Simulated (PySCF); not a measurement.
## How well do the runs reproduce experiment for hydrogen peroxide?

**The experiment to reproduce.**

NIST CCCBDB lists, for the gas: adiabatic first ionisation energy 10.58 eV.

The results are set against them at the end.

Compound: hydrogen peroxide, H₂O₂.
SMILES with atom numbers: `[OH:1][OH:2]` (hydrogens: H3 on O1; H4 on O2)

Cartesian coordinates in Å at the PBE0-D3(BJ)/def2-SVP level; atoms count from 1:
```
atom  x, y, z in Å
O1    -0.1605   -0.6768   -0.1894
O2     0.1787    0.6643    0.1723
H3     0.3726   -0.7625   -0.9897
H4    -0.3530    0.7496    0.9737
```

The PySCF runs (gas phase, on this PBE0-D3(BJ)/def2-SVP geometry; no spin–orbit coupling):

```csv
level,job,basis functions,wall time
EOM-CCSD/aug-cc-pVTZ,"CCSD, 5 EOM-IP roots, EOM-EE roots",138,13 min
```

Hardware: one thread of an Arm Neoverse V2, no GPU, on a shared host.

Results beside the measurements:

**Adiabatic first ionisation energy.** Measured: 10.58 eV (NIST CCCBDB).

| level | computed (eV) | computed − measured (eV) |
| --- | --- | --- |
| EOM-IP-CCSD/aug-cc-pVTZ | 10.60 | +0.02 |

The computed energies are vertical, the measured one adiabatic: relaxation of the ion and zero-point energies lie between them and weren't computed. One conformer was computed.

The geometry is computed, not the measured one. Where a level misses, the cause wasn't examined.
